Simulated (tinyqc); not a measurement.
Worked calculation (part 2 of 3): UHF in the sto-3g basis, for BH3, spin multiplicity 1. Computed by tinyqc, a small Python program that keeps every step (integrals from PySCF). Command: `OMP_NUM_THREADS=1 python tinyqc.py 30963 30964 out.jsonl` (the two numbers bound the seeds that draw the settings). One thread of a shared host (Intel(R) Xeon(R) Processor @ 2.60GHz), about 0.1 s of CPU time with the checks.

Geometry (angstrom):
```
atom          x          y         z
B      0.000000   0.000000  0.014000
H      1.531000   0.000000  0.000000
H     -0.766000   1.326000  0.000000
H     -0.766000  -1.326000  0.000000
```

## Iteration 1: building the Fock matrix

D(alpha) at the start, order 1B 1s, 1B 2s, 1B 2px, 1B 2py, 1B 2pz, 2H 1s, 3H 1s, 4H 1s:
```
[[1.024221, -0.102674, 0.000016, -0.001273, 0.000391, -0.080566, -0.080951, -0.080111],
 [-0.102674, 0.477649, -0.000057, 0.003750, -0.001001, 0.180545, 0.181713, 0.179240],
 [0.000016, -0.000057, 0.615862, 0.000000, 0.000001, 0.234556, -0.117311, -0.117311],
 [-0.001273, 0.003750, 0.000000, 0.360392, 0.386724, 0.000352, 0.119185, -0.118481],
 [0.000391, -0.001001, 0.000001, 0.386724, 0.415033, -0.001550, 0.125967, -0.129065],
 [-0.080566, 0.180545, 0.234556, 0.000352, -0.001550, 0.159336, 0.025401, 0.025169],
 [-0.080951, 0.181713, -0.117311, 0.119185, 0.125967, 0.025401, 0.131686, 0.053087],
 [-0.080111, 0.179240, -0.117311, -0.118481, -0.129065, 0.025169, 0.053087, 0.131222]]
```

D(beta) at the start, order 1B 1s, 1B 2s, 1B 2px, 1B 2py, 1B 2pz, 2H 1s, 3H 1s, 4H 1s:
```
[[1.024221, -0.102674, 0.000016, 0.001273, 0.000391, -0.080566, -0.080111, -0.080951],
 [-0.102674, 0.477649, -0.000057, -0.003750, -0.001001, 0.180545, 0.179240, 0.181713],
 [0.000016, -0.000057, 0.615862, 0.000000, 0.000001, 0.234556, -0.117311, -0.117311],
 [0.001273, -0.003750, 0.000000, 0.360392, -0.386724, -0.000352, 0.118481, -0.119185],
 [0.000391, -0.001001, 0.000001, -0.386724, 0.415033, -0.001550, -0.129065, 0.125967],
 [-0.080566, 0.180545, 0.234556, -0.000352, -0.001550, 0.159336, 0.025169, 0.025401],
 [-0.080111, 0.179240, -0.117311, 0.118481, -0.129065, 0.025169, 0.131222, 0.053087],
 [-0.080951, 0.181713, -0.117311, -0.119185, 0.125967, 0.025401, 0.053087, 0.131686]]
```

core Hamiltonian H = T + V (hartree), order 1B 1s, 1B 2s, 1B 2px, 1B 2py, 1B 2pz, 2H 1s, 3H 1s, 4H 1s:
```
[[-13.357809, -3.466548, 0.000000, 0.000000, 0.000308, -0.403480, -0.403170, -0.403170],
 [-3.466548, -4.440061, 0.000003, 0.000000, 0.002996, -1.197360, -1.196739, -1.196739],
 [0.000000, 0.000003, -3.680288, 0.000000, 0.000000, -1.211231, 0.605625, 0.605625],
 [0.000000, 0.000000, 0.000000, -3.680188, 0.000000, 0.000000, -1.048366, 1.048366],
 [0.000308, 0.002996, 0.000000, 0.000000, -3.572454, 0.011454, 0.011446, 0.011446],
 [-0.403480, -1.197360, -1.211231, 0.000000, 0.011454, -2.587637, -0.145219, -0.145219],
 [-0.403170, -1.196739, 0.605625, -1.048366, 0.011446, -0.145219, -2.587272, -0.145263],
 [-0.403170, -1.196739, 0.605625, 1.048366, 0.011446, -0.145219, -0.145263, -2.587272]]
```

nuclear repulsion = 5.78219477 hartree

Given earlier and not repeated: Two-electron integrals (ij|kl) in chemists' order.

J_ij = sum D_kl (ij|kl) with D = D(alpha) + D(beta), K_ij = sum D_kl (ik|jl) for each spin; F = H + J - K(s); E = tr D H + tr D J / 2 - 0.5 sum_s tr D(s) K(s) + E_nn.

Coulomb J (hartree), order 1B 1s, 1B 2s, 1B 2px, 1B 2py, 1B 2pz, 2H 1s, 3H 1s, 4H 1s:
```
[[9.533065, 2.004120, 0.001742, 0.000000, -0.000422, 0.229795, 0.229321, 0.229321],
 [2.004120, 4.391630, 0.013833, 0.000000, -0.002802, 1.147170, 1.128633, 1.128633],
 [0.001742, 0.013833, 4.434052, 0.000000, -0.000058, 1.234976, -0.603663, -0.603663],
 [0.000000, 0.000000, 0.000000, 4.388529, 0.000000, 0.000000, 1.042000, -1.042000],
 [-0.000422, -0.002802, -0.000058, 0.000000, 4.339383, -0.011623, -0.011416, -0.011416],
 [0.229795, 1.147170, 1.234976, 0.000000, -0.011623, 2.843378, 0.128594, 0.128594],
 [0.229321, 1.128633, -0.603663, 1.042000, -0.011416, 0.128594, 2.751366, 0.128071],
 [0.229321, 1.128633, -0.603663, -1.042000, -0.011416, 0.128594, 0.128071, 2.751366]]
```

exchange K(alpha) (hartree), order 1B 1s, 1B 2s, 1B 2px, 1B 2py, 1B 2pz, 2H 1s, 3H 1s, 4H 1s:
```
[[2.954977, 0.576643, 0.000333, -0.000133, 0.000042, 0.067151, 0.065459, 0.065614],
 [0.576643, 0.696724, 0.003869, 0.002702, -0.002659, 0.264242, 0.247892, 0.246446],
 [0.000333, 0.003869, 0.632751, -0.000053, -0.000025, 0.288407, -0.137563, -0.137394],
 [-0.000133, 0.002702, -0.000053, 0.441337, 0.247532, 0.000167, 0.171527, -0.170900],
 [0.000042, -0.002659, -0.000025, 0.247532, 0.375224, -0.002586, 0.085960, -0.090907],
 [0.067151, 0.264242, 0.288407, 0.000167, -0.002586, 0.383197, 0.039120, 0.039091],
 [0.065459, 0.247892, -0.137563, 0.171527, 0.085960, 0.039120, 0.313191, 0.062155],
 [0.065614, 0.246446, -0.137394, -0.170900, -0.090907, 0.039091, 0.062155, 0.312920]]
```

exchange K(beta) (hartree), order 1B 1s, 1B 2s, 1B 2px, 1B 2py, 1B 2pz, 2H 1s, 3H 1s, 4H 1s:
```
[[2.954977, 0.576643, 0.000333, 0.000133, 0.000042, 0.067151, 0.065614, 0.065459],
 [0.576643, 0.696724, 0.003869, -0.002702, -0.002659, 0.264242, 0.246446, 0.247892],
 [0.000333, 0.003869, 0.632751, 0.000053, -0.000025, 0.288407, -0.137394, -0.137563],
 [0.000133, -0.002702, 0.000053, 0.441337, -0.247532, -0.000167, 0.170900, -0.171527],
 [0.000042, -0.002659, -0.000025, -0.247532, 0.375224, -0.002586, -0.090907, 0.085960],
 [0.067151, 0.264242, 0.288407, -0.000167, -0.002586, 0.383197, 0.039091, 0.039120],
 [0.065614, 0.246446, -0.137394, 0.170900, -0.090907, 0.039091, 0.312920, 0.062155],
 [0.065459, 0.247892, -0.137563, -0.171527, 0.085960, 0.039120, 0.062155, 0.313191]]
```

F(alpha) (hartree), order 1B 1s, 1B 2s, 1B 2px, 1B 2py, 1B 2pz, 2H 1s, 3H 1s, 4H 1s:
```
[[-6.779721, -2.039071, 0.001409, 0.000133, -0.000156, -0.240836, -0.239309, -0.239464],
 [-2.039071, -0.745155, 0.009968, -0.002702, 0.002853, -0.314431, -0.315998, -0.314552],
 [0.001409, 0.009968, 0.121014, 0.000053, -0.000033, -0.264662, 0.139525, 0.139356],
 [0.000133, -0.002702, 0.000053, 0.267004, -0.247532, -0.000167, -0.177894, 0.177267],
 [-0.000156, 0.002853, -0.000033, -0.247532, 0.391704, 0.002416, -0.085930, 0.090937],
 [-0.240836, -0.314431, -0.264662, -0.000167, 0.002416, -0.127456, -0.055745, -0.055716],
 [-0.239309, -0.315998, 0.139525, -0.177894, -0.085930, -0.055745, -0.149098, -0.079347],
 [-0.239464, -0.314552, 0.139356, 0.177267, 0.090937, -0.055716, -0.079347, -0.148826]]
```

F(beta) (hartree), order 1B 1s, 1B 2s, 1B 2px, 1B 2py, 1B 2pz, 2H 1s, 3H 1s, 4H 1s:
```
[[-6.779721, -2.039071, 0.001409, -0.000133, -0.000156, -0.240836, -0.239464, -0.239309],
 [-2.039071, -0.745155, 0.009968, 0.002702, 0.002853, -0.314431, -0.314552, -0.315998],
 [0.001409, 0.009968, 0.121014, -0.000053, -0.000033, -0.264662, 0.139356, 0.139525],
 [-0.000133, 0.002702, -0.000053, 0.267004, 0.247532, 0.000167, -0.177267, 0.177894],
 [-0.000156, 0.002853, -0.000033, 0.247532, 0.391704, 0.002416, 0.090937, -0.085930],
 [-0.240836, -0.314431, -0.264662, 0.000167, 0.002416, -0.127456, -0.055716, -0.055745],
 [-0.239464, -0.314552, 0.139356, -0.177267, 0.090937, -0.055716, -0.148826, -0.079347],
 [-0.239309, -0.315998, 0.139525, 0.177894, -0.085930, -0.055745, -0.079347, -0.149098]]
```

total energy of this density = -25.31567770 hartree

## Iteration 1: diagonalisation and new density

X, order 1B 1s, 1B 2s, 1B 2px, 1B 2py, 1B 2pz, 2H 1s, 3H 1s, 4H 1s:
```
[[1.031720, -0.160742, -0.000002, 0.000000, 0.000197, 0.021690, 0.021683, 0.021683],
 [-0.160742, 1.173848, 0.000028, 0.000000, -0.001468, -0.190414, -0.190304, -0.190304],
 [-0.000002, 0.000028, 1.089952, 0.000000, 0.000000, -0.214922, 0.107456, 0.107456],
 [0.000000, 0.000000, 0.000000, 1.089843, 0.000000, 0.000000, -0.186001, 0.186001],
 [0.000197, -0.001468, 0.000000, 0.000000, 1.000015, 0.001936, 0.001935, 0.001935],
 [0.021690, -0.190414, -0.214922, 0.000000, 0.001936, 1.106368, -0.005551, -0.005551],
 [0.021683, -0.190304, 0.107456, -0.186001, 0.001935, -0.005551, 1.106265, -0.005530],
 [0.021683, -0.190304, 0.107456, 0.186001, 0.001935, -0.005551, -0.005530, 1.106265]]
```

Diagonalise F' = X^T F X, C = X C', fill 4 alpha and 4 beta electrons from the bottom; D(s) = C_occ C_occ^T. Each column has its largest component positive (the first on a tie).

F' = X^T F X (alpha) (hartree):
```
[[-6.585567, -1.163027, 0.000273, 0.000485, 0.000066, 0.014225, 0.014948, 0.014745],
 [-1.163027, -0.083445, 0.011171, -0.002657, 0.000069, -0.269439, -0.258702, -0.258135],
 [0.000273, 0.011171, 0.327076, -0.000001, -0.000022, -0.352661, 0.176579, 0.176409],
 [0.000485, -0.002657, -0.000001, 0.456310, -0.236874, -0.000145, -0.267479, 0.266896],
 [0.000066, 0.000069, -0.000022, -0.236874, 0.391737, 0.003032, -0.049253, 0.055306],
 [0.014225, -0.269439, -0.352661, -0.000145, 0.003032, 0.084615, -0.026735, -0.026647],
 [0.014948, -0.258702, 0.176579, -0.267479, -0.049253, -0.026735, 0.042932, -0.036280],
 [0.014745, -0.258135, 0.176409, 0.266896, 0.055306, -0.026647, -0.036280, 0.043141]]
```

orbital energies (alpha) (hartree): [-6.787746, -0.398976, -0.235759, -0.215299, 0.374428, 0.511087, 0.660886, 0.768179]

coefficients C (alpha), order 1B 1s, 1B 2s, 1B 2px, 1B 2py, 1B 2pz, 2H 1s, 3H 1s, 4H 1s:
```
[[0.989151, -0.197185, -0.022122, 0.000578, -0.006823, -0.269343, -0.036195, 0.000323],
 [0.040308, 0.527953, 0.065696, -0.002462, 0.026170, 1.097592, 0.149577, -0.000291],
 [-0.000382, -0.038232, 0.451931, -0.001142, -0.001558, -0.146837, 1.014895, -0.000667],
 [-0.000001, 0.001760, -0.000937, -0.391045, 0.359968, -0.009962, -0.000197, 0.987094],
 [-0.000048, -0.002708, -0.001121, -0.308174, 0.847586, -0.023272, -0.002300, -0.431410],
 [-0.006059, 0.296227, 0.608865, -0.000252, -0.009029, -0.467148, -0.793864, -0.001630],
 [-0.006492, 0.376800, -0.274040, -0.508079, -0.431263, -0.590649, 0.282342, -0.465707],
 [-0.006476, 0.374841, -0.271329, 0.512637, 0.411094, -0.607330, 0.281699, 0.461033]]
```

F' = X^T F X (beta) (hartree):
```
[[-6.585567, -1.163027, 0.000273, -0.000485, 0.000066, 0.014225, 0.014745, 0.014948],
 [-1.163027, -0.083445, 0.011171, 0.002657, 0.000069, -0.269439, -0.258135, -0.258702],
 [0.000273, 0.011171, 0.327076, 0.000001, -0.000022, -0.352661, 0.176409, 0.176579],
 [-0.000485, 0.002657, 0.000001, 0.456310, 0.236874, 0.000145, -0.266896, 0.267479],
 [0.000066, 0.000069, -0.000022, 0.236874, 0.391737, 0.003032, 0.055306, -0.049253],
 [0.014225, -0.269439, -0.352661, 0.000145, 0.003032, 0.084615, -0.026647, -0.026735],
 [0.014745, -0.258135, 0.176409, -0.266896, 0.055306, -0.026647, 0.043141, -0.036280],
 [0.014948, -0.258702, 0.176579, 0.267479, -0.049253, -0.026735, -0.036280, 0.042932]]
```

orbital energies (beta) (hartree): [-6.787746, -0.398976, -0.235759, -0.215299, 0.374428, 0.511087, 0.660886, 0.768179]

coefficients C (beta), order 1B 1s, 1B 2s, 1B 2px, 1B 2py, 1B 2pz, 2H 1s, 3H 1s, 4H 1s:
```
[[0.989151, -0.197185, -0.022122, 0.000578, -0.006823, -0.269343, -0.036195, -0.000323],
 [0.040308, 0.527953, 0.065696, -0.002462, 0.026170, 1.097592, 0.149577, 0.000291],
 [-0.000382, -0.038232, 0.451931, -0.001142, -0.001558, -0.146837, 1.014895, 0.000667],
 [0.000001, -0.001760, 0.000937, 0.391045, -0.359968, 0.009962, 0.000197, 0.987094],
 [-0.000048, -0.002708, -0.001121, -0.308174, 0.847586, -0.023272, -0.002300, 0.431410],
 [-0.006059, 0.296227, 0.608865, -0.000252, -0.009029, -0.467148, -0.793864, 0.001630],
 [-0.006476, 0.374841, -0.271329, 0.512637, 0.411094, -0.607330, 0.281699, -0.461033],
 [-0.006492, 0.376800, -0.274040, -0.508079, -0.431263, -0.590649, 0.282342, 0.465707]]
```

D(alpha) after iteration 1, order 1B 1s, 1B 2s, 1B 2px, 1B 2py, 1B 2pz, 2H 1s, 3H 1s, 4H 1s:
```
[[1.017792, -0.065689, -0.002837, -0.000553, 0.000334, -0.077874, -0.074952, -0.074020],
 [-0.065689, 0.284681, 0.009493, 0.001830, -0.000747, 0.196150, 0.181919, 0.178550],
 [-0.002837, 0.009493, 0.205704, -0.000044, -0.000051, 0.263842, -0.137670, -0.137536],
 [-0.000553, 0.001830, -0.000044, 0.152920, 0.120506, 0.000049, 0.199601, -0.199550],
 [0.000334, -0.000747, -0.000051, 0.120506, 0.094980, -0.001407, 0.155864, -0.158692],
 [-0.077874, 0.196150, 0.263842, 0.000049, -0.001407, 0.458504, -0.055068, -0.054255],
 [-0.074952, 0.181919, -0.137670, 0.199601, 0.155864, -0.055068, 0.475263, -0.044823],
 [-0.074020, 0.178550, -0.137536, -0.199550, -0.158692, -0.054255, -0.044823, 0.476964]]
```

D(beta) after iteration 1, order 1B 1s, 1B 2s, 1B 2px, 1B 2py, 1B 2pz, 2H 1s, 3H 1s, 4H 1s:
```
[[1.017792, -0.065689, -0.002837, 0.000553, 0.000334, -0.077874, -0.074020, -0.074952],
 [-0.065689, 0.284681, 0.009493, -0.001830, -0.000747, 0.196150, 0.178550, 0.181919],
 [-0.002837, 0.009493, 0.205704, 0.000044, -0.000051, 0.263842, -0.137536, -0.137670],
 [0.000553, -0.001830, 0.000044, 0.152920, -0.120506, -0.000049, 0.199550, -0.199601],
 [0.000334, -0.000747, -0.000051, -0.120506, 0.094980, -0.001407, -0.158692, 0.155864],
 [-0.077874, 0.196150, 0.263842, -0.000049, -0.001407, 0.458504, -0.054255, -0.055068],
 [-0.074020, 0.178550, -0.137536, 0.199550, -0.158692, -0.054255, 0.476964, -0.044823],
 [-0.074952, 0.181919, -0.137670, -0.199601, 0.155864, -0.055068, -0.044823, 0.475263]]
```

## Iteration 2: building the Fock matrix

As before.

Coulomb J (hartree), order 1B 1s, 1B 2s, 1B 2px, 1B 2py, 1B 2pz, 2H 1s, 3H 1s, 4H 1s:
```
[[8.694692, 1.792124, 0.000987, 0.000000, -0.000608, 0.205527, 0.205254, 0.205254],
 [1.792124, 3.947650, 0.004456, 0.000000, -0.004574, 1.075397, 1.072093, 1.072093],
 [0.000987, 0.004456, 3.993051, 0.000000, -0.000003, 1.180425, -0.587991, -0.587991],
 [0.000000, 0.000000, 0.000000, 3.983809, 0.000000, 0.000000, 1.017561, -1.017561],
 [-0.000608, -0.004574, -0.000003, 0.000000, 3.852757, -0.011383, -0.011354, -0.011354],
 [0.205527, 1.075397, 1.180425, 0.000000, -0.011383, 2.908452, 0.120978, 0.120978],
 [0.205254, 1.072093, -0.587991, 1.017561, -0.011354, 0.120978, 2.901805, 0.120935],
 [0.205254, 1.072093, -0.587991, -1.017561, -0.011354, 0.120978, 0.120935, 2.901805]]
```

exchange K(alpha) (hartree), order 1B 1s, 1B 2s, 1B 2px, 1B 2py, 1B 2pz, 2H 1s, 3H 1s, 4H 1s:
```
[[2.937619, 0.547151, -0.000219, -0.000034, 0.000002, 0.064401, 0.064005, 0.064085],
 [0.547151, 0.546749, 0.006021, 0.001371, -0.002967, 0.262644, 0.256048, 0.255236],
 [-0.000219, 0.006021, 0.419754, -0.000058, -0.000008, 0.301870, -0.150137, -0.150098],
 [-0.000034, 0.001371, -0.000058, 0.372998, 0.107412, 0.000041, 0.241113, -0.241031],
 [0.000002, -0.002967, -0.000008, 0.107412, 0.153429, -0.002502, 0.060664, -0.065664],
 [0.064401, 0.262644, 0.301870, 0.000041, -0.002502, 0.581667, 0.027885, 0.028067],
 [0.064005, 0.256048, -0.150137, 0.241113, 0.060664, 0.027885, 0.574332, 0.034705],
 [0.064085, 0.255236, -0.150098, -0.241031, -0.065664, 0.028067, 0.034705, 0.575693]]
```

exchange K(beta) (hartree), order 1B 1s, 1B 2s, 1B 2px, 1B 2py, 1B 2pz, 2H 1s, 3H 1s, 4H 1s:
```
[[2.937619, 0.547151, -0.000219, 0.000034, 0.000002, 0.064401, 0.064085, 0.064005],
 [0.547151, 0.546749, 0.006021, -0.001371, -0.002967, 0.262644, 0.255236, 0.256048],
 [-0.000219, 0.006021, 0.419754, 0.000058, -0.000008, 0.301870, -0.150098, -0.150137],
 [0.000034, -0.001371, 0.000058, 0.372998, -0.107412, -0.000041, 0.241031, -0.241113],
 [0.000002, -0.002967, -0.000008, -0.107412, 0.153429, -0.002502, -0.065664, 0.060664],
 [0.064401, 0.262644, 0.301870, -0.000041, -0.002502, 0.581667, 0.028067, 0.027885],
 [0.064085, 0.255236, -0.150098, 0.241031, -0.065664, 0.028067, 0.575693, 0.034705],
 [0.064005, 0.256048, -0.150137, -0.241113, 0.060664, 0.027885, 0.034705, 0.574332]]
```

F(alpha) (hartree), order 1B 1s, 1B 2s, 1B 2px, 1B 2py, 1B 2pz, 2H 1s, 3H 1s, 4H 1s:
```
[[-7.600737, -2.221575, 0.001206, 0.000034, -0.000302, -0.262354, -0.261922, -0.262001],
 [-2.221575, -1.039160, -0.001561, -0.001371, 0.001389, -0.384607, -0.380694, -0.379882],
 [0.001206, -0.001561, -0.106991, 0.000058, 0.000005, -0.332676, 0.167771, 0.167732],
 [0.000034, -0.001371, 0.000058, -0.069377, -0.107412, -0.000041, -0.271918, 0.271836],
 [-0.000302, 0.001389, 0.000005, -0.107412, 0.126873, 0.002572, -0.060572, 0.065757],
 [-0.262354, -0.384607, -0.332676, -0.000041, 0.002572, -0.260852, -0.052126, -0.052309],
 [-0.261922, -0.380694, 0.167771, -0.271918, -0.060572, -0.052126, -0.259799, -0.059034],
 [-0.262001, -0.379882, 0.167732, 0.271836, 0.065757, -0.052309, -0.059034, -0.261160]]
```

F(beta) (hartree), order 1B 1s, 1B 2s, 1B 2px, 1B 2py, 1B 2pz, 2H 1s, 3H 1s, 4H 1s:
```
[[-7.600737, -2.221575, 0.001206, -0.000034, -0.000302, -0.262354, -0.262001, -0.261922],
 [-2.221575, -1.039160, -0.001561, 0.001371, 0.001389, -0.384607, -0.379882, -0.380694],
 [0.001206, -0.001561, -0.106991, -0.000058, 0.000005, -0.332676, 0.167732, 0.167771],
 [-0.000034, 0.001371, -0.000058, -0.069377, 0.107412, 0.000041, -0.271836, 0.271918],
 [-0.000302, 0.001389, 0.000005, 0.107412, 0.126873, 0.002572, 0.065757, -0.060572],
 [-0.262354, -0.384607, -0.332676, 0.000041, 0.002572, -0.260852, -0.052309, -0.052126],
 [-0.262001, -0.379882, 0.167732, -0.271836, 0.065757, -0.052309, -0.261160, -0.059034],
 [-0.261922, -0.380694, 0.167771, 0.271918, -0.060572, -0.052126, -0.059034, -0.259799]]
```

total energy of this density = -25.81353486 hartree
